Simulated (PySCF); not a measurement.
**Relaxing a trial structure of BFH4Si**

The starting geometry of this gas-phase singlet was optimised with GFN2-xTB; its bonds are those of `[BH3-][SiH+]F`.

```yaml
atoms:
  - { symbol: B, position_ang: [-0.5839, 0.2546, -0.9240] }
  - { symbol: F, position_ang: [-2.8406, 0.9928, 1.0426] }
  - { symbol: Si, position_ang: [-1.4567, 0.1769, 0.7896] }
  - { symbol: H, position_ang: [-1.3765, -0.1118, -1.7480] }
  - { symbol: H, position_ang: [-0.3029, 1.4030, -1.1337] }
  - { symbol: H, position_ang: [0.3992, -0.4261, -0.9560] }
  - { symbol: H, position_ang: [-1.4326, -0.3563, 2.1603] }
```

Q: Predict what becomes of its bonds when it is optimised with B3LYP/6-31G*.

A: A new bond forms, giving a structure with H5 bridging Si3 and B1, given below by its coordinates. Distances that change by over a tenth: B1–H5 (1.20 → 1.34 Å). Contacts that close: Si3–H5 (2.56 → 1.77 Å).

The energy falls by 0.42 eV over 27 steps:

```json
{"step": "1", "E − E(last) (eV)": "0.424"}
{"step": "4", "E − E(last) (eV)": "0.257"}
{"step": "7", "E − E(last) (eV)": "0.254"}
{"step": "10", "E − E(last) (eV)": "0.250"}
{"step": "13", "E − E(last) (eV)": "0.227"}
{"step": "15", "E − E(last) (eV)": "0.205"}
{"step": "18", "E − E(last) (eV)": "0.076"}
{"step": "21", "E − E(last) (eV)": "0.001"}
{"step": "24", "E − E(last) (eV)": "0.000"}
{"step": "27", "E − E(last) (eV)": "0.000"}
```

Final geometry (Å):

```xyz
7

B    -0.7009   -0.1221   -0.9645
F    -2.9396    0.0170    1.1896
Si   -1.4583   -0.4296    0.7379
H    -1.3821    0.1413   -1.9042
H    -0.6746    0.9059   -0.1122
H     0.4312   -0.4972   -1.0431
H    -0.6578   -0.4436    1.9937
```

The end wasn't checked by frequencies. Run with PySCF 2.14.0, 48 s on 2 threads of Arm Neoverse V2 (shared host).
